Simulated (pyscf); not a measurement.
A first-order saddle from PySCF, ωB97X-D3(BJ)/def2-SVP:

```xyz
10

F     -1.7113    -0.8754     1.2387
C     -1.9569    -0.8762    -0.0651
F     -1.7812    -2.0903    -0.5821
H     -2.9314    -0.4320    -0.3245
C     -0.2291     0.3949    -0.9730
C      0.0245     1.4076    -0.1119
H      0.3341    -0.5426    -0.9230
H     -0.8053     0.5625    -1.8892
H      0.6786     1.2677     0.7542
H     -0.4549     2.3858    -0.2208
```
Charge 0, spin multiplicity 2.

Surface: doublet, charge 0. Lowest wavenumbers (cm⁻¹): 362i, 27, 109, 186, 258.

Task: Which two sides does it connect, and which bonds change?

Result: F–CH•–F + ethylene (H₂C=CH₂) ⇌ •H₂C–CH₂–CH(F)–F, an addition read from left to right: none broken and C–C formed. At ωB97M-D3(BJ)/def2-TZVP it lies +3.9 kcal/mol from the left side and +35.5 kcal/mol from the right (each side as separated species at their lowest minima found). One saddle was located; it need not be the lowest between these sides.
